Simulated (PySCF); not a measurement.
These are PBE-D3(BJ)/def2-TZVP // PBE0-D4/def2-SVP in PySCF values and carry that method's errors. Gas-phase values, no solvent. 

Reference species (SMILES): `CC#N` (neutral, multiplicity 1).

The HOMO–LUMO gap is 7.80 eV and the dipole moment is 3.95 D. The HOMO is -8.07 eV.

Changed species: `O` (free base H2O; the reference has free base CH3CN).

Problem. What does the change do to the HOMO–LUMO gap, dipole moment and HOMO?

Solution. the HOMO–LUMO gap falls by 0.87 eV, to 6.93 eV; the dipole moment drops by 1.90 D, to 2.05 D; the HOMO rises by 1.09 eV, to -6.98 eV.
